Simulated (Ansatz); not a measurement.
in.yaml

```yaml
crystal:
  periodic: [false, false, false]
  atoms:
    - {symbol: C, position_ang: [-0.011769, 0.000000, 0.594637]}
    - {symbol: C, position_ang: [-0.025439, 0.000000, -0.833034]}
    - {symbol: H, position_ang: [1.109363, -0.000004, 0.611143]}
    - {symbol: H, position_ang: [-0.332990, 0.912927, 1.114803]}
    - {symbol: H, position_ang: [-0.332996, -0.912924, 1.114803]}
basis:
  gaussian: {orbitals: cc-pVDZ}
magnetization: {spin_polarized: true, initial_magnetization: 1}
correlation: {method: ccsd, electrons: outside_noble_gas}
```

```sh
$ ansatz run in.yaml --threads 1 --pin off --events-out ev --progress --plain --max-ram 2393MiB
```

Output:

```
392 factors; integrals over basis functions are off by at most 1.2e-3 eV
mean field evaluation 1: about -2102.8725 eV, gradient 1.3e1 eV
mean field evaluation 2: about -2102.8740 eV, gradient 1.3e1 eV
mean field evaluation 4: about -2104.2361 eV, gradient 1.8e0 eV
mean field evaluation 8: about -2104.2729 eV, gradient 8.6e-2 eV
mean field evaluation 16: about -2104.2824 eV, gradient 2.2e-1 eV
mean field evaluation 32: about -2104.2736 eV, gradient 7.2e-2 eV
mean field evaluation 64: about -2103.6724 eV, gradient 5.5e-5 eV
mean field evaluation 96: about -2103.8529 eV, gradient 4.2e0 eV
mean field evaluation 128: about -2101.5365 eV, gradient 4.6e-2 eV
mean field evaluation 160: about -2101.2289 eV, gradient 5.5e-3 eV
mean field evaluation 192: about -2101.4850 eV, gradient 4.5e-1 eV
mean field evaluation 224: about -2104.2751 eV, gradient 7.3e-2 eV
mean field evaluation 256: about -2101.3834 eV, gradient 2.7e0 eV
mean field evaluation 288: about -2101.4777 eV, gradient 3.6e-4 eV
mean field -2104.28297808 eV, -77.3309731102 hartree, gradient 1.5e-6 eV, S^2 0.838323; 13 other end points of the search recorded, 0 dependent functions left out
determinant -2104.28297808 eV, -77.3309731102 hartree, with singles and doubles -2111.38324700 eV, -77.5919031804 hartree
determinant -2103.67237919 eV, -77.3085340150 hartree, with singles and doubles -2110.79991163 eV, -77.5704660008 hartree
determinant -2101.53662323 eV, -77.2300464309 hartree, with singles and doubles -2108.91106548 eV, -77.5010521853 hartree
determinant -2101.47772403 eV, -77.2278819252 hartree, with singles and doubles -2108.86110987 eV, -77.4992163502 hartree
determinant -2101.22887156 eV, -77.2187367658 hartree, with singles and doubles -2108.71120581 eV, -77.4937074777 hartree
2 core orbitals not correlated: weight in the atoms' cores, before any rotation towards them, 1.000 or more for the frozen orbitals, at most 0.000 for the correlated occupied ones
reference -2104.28297808 eV, -77.3309731102 hartree; 6, 5 occupied and 35, 36 virtual orbitals, 392 factors
second order -6.06591593 eV of doubles, -0.00000000 eV of singles
cycle   1  -7.10292138 eV  change   -2.7e-3 eV  update   4.9e-3
cycle   2  -7.10674947 eV  change   -3.8e-3 eV  update   4.1e-3
cycle   3  -7.10894293 eV  change   -2.2e-3 eV  update   2.8e-3
cycle   4  -7.11004954 eV  change   -1.1e-3 eV  update   1.7e-3
cycle   5  -7.11363318 eV  change   -3.6e-3 eV  update   5.5e-4
cycle   6  -7.11445546 eV  change   -8.2e-4 eV  update   1.8e-4
cycle   7  -7.11439901 eV  change    5.6e-5 eV  update   6.8e-5
cycle   8  -7.11435475 eV  change    4.4e-5 eV  update   2.7e-5
cycle   9  -7.11436285 eV  change   -8.1e-6 eV  update   1.4e-5
cycle  10  -7.11437700 eV  change   -1.4e-5 eV  update   6.9e-6
cycle  11  -7.11438024 eV  change   -3.2e-6 eV  update   2.8e-6
Total energy: -2111.39735832 eV, -77.5924217618 hartree
```

Ran on 1 thread of AMD EPYC 9B45, shared host: 1.4 s wall, 0.16 GiB peak host memory.
